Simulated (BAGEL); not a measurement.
# C2H3F2S (SMILES F[CH]SCF) at UHF/6-31G(d) (density fitting with qzvpp-jkfit, spherical functions)

What is the energy change on altering one bond length of C2H3F2S at UHF/6-31G* (density fitting with qzvpp-jkfit, spherical functions)? 

The results are computed with BAGEL 1.2.2.

24 further runs of the same task are left out: 24 set aside as unsound or not needed.

## Step 1: The molecule

The species is C2H3F2S (8 atoms), meant as a doublet with charge 0. SMILES: `F[CH]SCF`. The shape is that of a GFN2-xTB optimisation. This is one conformer, not always the lowest.

Bond lengths: F1–C2 1.337 Å, C2–S3 1.722 Å, S3–C4 1.830 Å, C4–F5 1.355 Å, C2–H6 1.082 Å, C4–H7 1.092 Å, C4–H8 1.092 Å. Angles: F1–C2–S3 116.6°, C2–S3–C4 97.4°, S3–C4–F5 111.2°, F1–C2–H6 113.1°, S3–C2–H6 119.9°, S3–C4–H7 107.4°, S3–C4–H8 109.6°, F5–C4–H7 108.5°, F5–C4–H8 108.0°, H7–C4–H8 112.1°.

## Step 2: A single-point energy at UHF/6-31G(d) (density fitting with qzvpp-jkfit, spherical functions)

calc.json

```json
{ "bagel": [

{
  "title": "molecule",
  "basis": "6-31gs.json",
  "df_basis": "qzvpp-jkfit",
  "angstrom": true,
  "geometry": [
    { "atom": "F", "xyz": [    0.769100,   -0.029300,    2.621490 ] },
    { "atom": "C", "xyz": [    0.199810,    0.157960,    1.425790 ] },
    { "atom": "S", "xyz": [    0.487350,   -1.053320,    0.236500 ] },
    { "atom": "C", "xyz": [   -0.126790,   -0.114190,   -1.208950 ] },
    { "atom": "F", "xyz": [    0.725740,    0.883950,   -1.543820 ] },
    { "atom": "H", "xyz": [   -0.770030,    0.632600,    1.487310 ] },
    { "atom": "H", "xyz": [   -0.190700,   -0.810620,   -2.047560 ] },
    { "atom": "H", "xyz": [   -1.094470,    0.332920,   -0.970760 ] }
  ]
},
{
  "title": "uhf",
  "nopen": 1
},
{
  "title": "print",
  "file": "orbitals.molden",
  "orbitals": true
}

]}
```

The basis set 6-31G* is read from a file made from the Basis Set Exchange's data (not shown).

Started as:

```bash
$ BAGEL_NUM_THREADS=1 BAGEL calc.json > calc.out
```

Standard output:

```text
* using 1 threads per process

  ===============================================================
  ===============================================================

  *** Geometry ***

  { "atom" : "F", "xyz" : [      1.453388,     -0.055369,      4.953898 ] },
  { "atom" : "C", "xyz" : [      0.377586,      0.298501,      2.694353 ] },
  { "atom" : "S", "xyz" : [      0.920958,     -1.990486,      0.446920 ] },
  { "atom" : "C", "xyz" : [     -0.239598,     -0.215788,     -2.284584 ] },
  { "atom" : "F", "xyz" : [      1.371450,      1.670423,     -2.917397 ] },
  { "atom" : "H", "xyz" : [     -1.455146,      1.195441,      2.810609 ] },
  { "atom" : "H", "xyz" : [     -0.360371,     -1.531850,     -3.869328 ] },
  { "atom" : "H", "xyz" : [     -2.068249,      0.629128,     -1.834471 ] },

  Number of auxiliary basis functions:      486

  Since a DF basis is specified, we compute 2- and 3-index integrals:
    o Being stored without compression. Storage requirement is 0.025 GB

  Number of basis functions:       80
  Number of electrons      :       49

    * METHOD: MOLECULE                             0.24

  *** Open-shell HF ***

  === Nuclear Repulsion ===
   225.1513592959

      * DIIS with orbital gradients will be used.

  === UHF iteration (6-31gs.json) ===
      0       -673.58030616          0.03715173           0.13
      1       -673.71533310          0.02321393           0.13
      2       -673.75795497          0.01446060           0.12
      3       -673.78249715          0.00132041           0.13
      4       -673.78387738          0.00042564           0.12
      5       -673.78409875          0.00020685           0.12
      6       -673.78417790          0.00005543           0.12
      7       -673.78418913          0.00002576           0.12
      8       -673.78419222          0.00001305           0.13
      9       -673.78419372          0.00000591           0.12
     10       -673.78419407          0.00000329           0.13
     11       -673.78419417          0.00000181           0.12
     12       -673.78419420          0.00000079           0.13
     13       -673.78419420          0.00000037           0.12
     14       -673.78419420          0.00000017           0.13
     15       -673.78419420          0.00000009           0.13
     16       -673.78419420          0.00000005           0.12
     17       -673.78419420          0.00000003           0.13
     18       -673.78419420          0.00000001           0.12
     19       -673.78419420          0.00000001           0.13
    * SCF iteration converged.

    * S^2 (UHF) is 0.7631

    * Permanent dipole moment:
           (    1.016396,     0.091165,     0.523889) a.u.

    * METHOD: UHF                                  2.67

    * METHOD: PRINT                                0.02

  ===============================================================
```

Run time: 3.3 s. Hardware: 1 thread of Arm Neoverse V1, shared host; peak memory 0.11 GiB.

## Step 3: The distorted shape

input.json

```json
{ "bagel": [

{
  "title": "molecule",
  "basis": "6-31gs.json",
  "df_basis": "qzvpp-jkfit",
  "angstrom": true,
  "geometry": [
    { "atom": "F", "xyz": [       0.513352,      -0.328729,       2.721947 ] },
    { "atom": "C", "xyz": [      -0.055938,      -0.141469,       1.526247 ] },
    { "atom": "S", "xyz": [       0.231602,      -1.352749,       0.336957 ] },
    { "atom": "C", "xyz": [      -0.382538,      -0.413619,      -1.108493 ] },
    { "atom": "F", "xyz": [       0.725740,       0.883950,      -1.543820 ] },
    { "atom": "H", "xyz": [      -1.025778,       0.333171,       1.587767 ] },
    { "atom": "H", "xyz": [      -0.446448,      -1.110049,      -1.947103 ] },
    { "atom": "H", "xyz": [      -1.350218,       0.033491,      -0.870303 ] }
  ]
},

{
  "title": "uhf",
  "nopen": 1
},

{
  "title": "print",
  "file": "orbitals.molden",
  "orbitals": true
}

]}
```

The basis set 6-31G* is read from a file made from the Basis Set Exchange's data (not shown).

Started as:

```bash
$ BAGEL_NUM_THREADS=1 BAGEL input.json > input.out
```

Standard output:

```text
* using 1 threads per process

  ===============================================================
  ===============================================================

  *** Geometry ***

  { "atom" : "F", "xyz" : [      0.970095,     -0.621208,      5.143734 ] },
  { "atom" : "C", "xyz" : [     -0.105708,     -0.267338,      2.884189 ] },
  { "atom" : "S", "xyz" : [      0.437664,     -2.556325,      0.636756 ] },
  { "atom" : "C", "xyz" : [     -0.722892,     -0.781627,     -2.094748 ] },
  { "atom" : "F", "xyz" : [      1.371450,      1.670423,     -2.917397 ] },
  { "atom" : "H", "xyz" : [     -1.938439,      0.629602,      3.000445 ] },
  { "atom" : "H", "xyz" : [     -0.843664,     -2.097689,     -3.679491 ] },
  { "atom" : "H", "xyz" : [     -2.551542,      0.063289,     -1.644634 ] },

  Number of auxiliary basis functions:      486

  Since a DF basis is specified, we compute 2- and 3-index integrals:
    o Being stored without compression. Storage requirement is 0.025 GB

  Number of basis functions:       80
  Number of electrons      :       49

    * METHOD: MOLECULE                             0.25

  *** Open-shell HF ***

  === Nuclear Repulsion ===
   215.3018059981

      * DIIS with orbital gradients will be used.

  === UHF iteration (6-31gs.json) ===
      0       -673.36493844          0.04231608           0.13
      1       -673.52327852          0.03603755           0.12
      2       -673.62149732          0.02545168           0.13
      3       -673.71283192          0.00239188           0.13
      4       -673.71779791          0.00132317           0.13
      5       -673.71899028          0.00048477           0.13
      6       -673.71936581          0.00013677           0.13
      7       -673.71942975          0.00006196           0.12
      8       -673.71945271          0.00003166           0.12
      9       -673.71946910          0.00001749           0.12
     10       -673.71947955          0.00000841           0.12
     11       -673.71948535          0.00000565           0.13
     12       -673.71949009          0.00000437           0.12
     13       -673.71949408          0.00000400           0.12
     14       -673.71949749          0.00000386           0.12
     15       -673.71950263          0.00000379           0.13
     16       -673.71950817          0.00000367           0.13
     17       -673.71952041          0.00000386           0.13
     18       -673.71952163          0.00000378           0.13
     19       -673.71953931          0.00000622           0.13
     20       -673.71954054          0.00000495           0.13
     21       -673.71955916          0.00001006           0.13
     22       -673.71955831          0.00000196           0.13
     23       -673.71956215          0.00000662           0.13
     24       -673.71956353          0.00000124           0.13
     25       -673.71956463          0.00000191           0.13
     26       -673.71956483          0.00000106           0.13
     27       -673.71956484          0.00000036           0.13
     28       -673.71956484          0.00000011           0.13
     29       -673.71956484          0.00000005           0.13
     30       -673.71956484          0.00000002           0.13
     31       -673.71956484          0.00000001           0.13
     32       -673.71956484          0.00000001           0.13
     33       -673.71956484          0.00000001           0.13
    * SCF iteration converged.

    * S^2 (UHF) is 0.7747

    * Permanent dipole moment:
           (    1.387802,     0.677058,     0.110286) a.u.

    * METHOD: UHF                                  4.47

    * METHOD: PRINT                                0.02

  ===============================================================
```

Wall time 5.1 s (1 thread of Arm Neoverse V1, shared host); peak memory 0.11 GiB.

## Step 4: Outcome

At UHF/6-31G* (density fitting with qzvpp-jkfit, spherical functions):

| quantity | value |
| --- | --- |
| first shape: total energy | -673.78419 Eh |
| first shape: dipole moment | 2.92 D |
| first shape: ⟨S²⟩ | 0.763 |
| distorted shape: total energy | -673.71956 Eh |
| distorted shape: dipole moment | 3.93 D |
| distorted shape: ⟨S²⟩ | 0.775 |
| energy change with the C4–F5 bond stretched from 1.355 to 1.761 Å | 1.759 eV |

With the C4–F5 bond stretched from 1.355 to 1.761 Å the energy rises by 1.76 eV (170 kJ/mol). The first shape isn't relaxed at this level, so the change isn't measured from a minimum.
